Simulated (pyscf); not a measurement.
Single points on ωB97X-D3(BJ)/def2-SVP structures (PySCF, gas phase).

Problem. `[Cl][GeH]([Cl])[Cl]` + `[H][H]` → `[Cl][Ge][Cl]` [singlet] + `[ClH]` + `[H][H]`
Surface: singlet. Broken: Cl–Ge, Ge–H, H–H. Formed: Cl–H, H–H. Give ΔE‡ and ΔE from ωB97M-D3(BJ)/def2-TZVP, relative to the separated reactants.

Solution. ΔE‡ = 57.3 kcal/mol, ΔE = +25.0 kcal/mol. Zero-point energy shifts the barrier by +1.3 kcal/mol. It is a multi-bond step, with an imaginary mode of 1509i cm⁻¹. On the product side the descent ends in a complex (not fully relaxed), 7.2 kcal/mol under the separated species and 35.1 kcal/mol under the saddle at ωB97X-D3(BJ)/def2-TZVP. At ωB97X-D3(BJ)/def2-TZVP the barrier from the zero used here is 59.8 kcal/mol. One saddle was located; it need not be the lowest between these sides. Elements up to Kr have no core potential and no relativistic terms here.
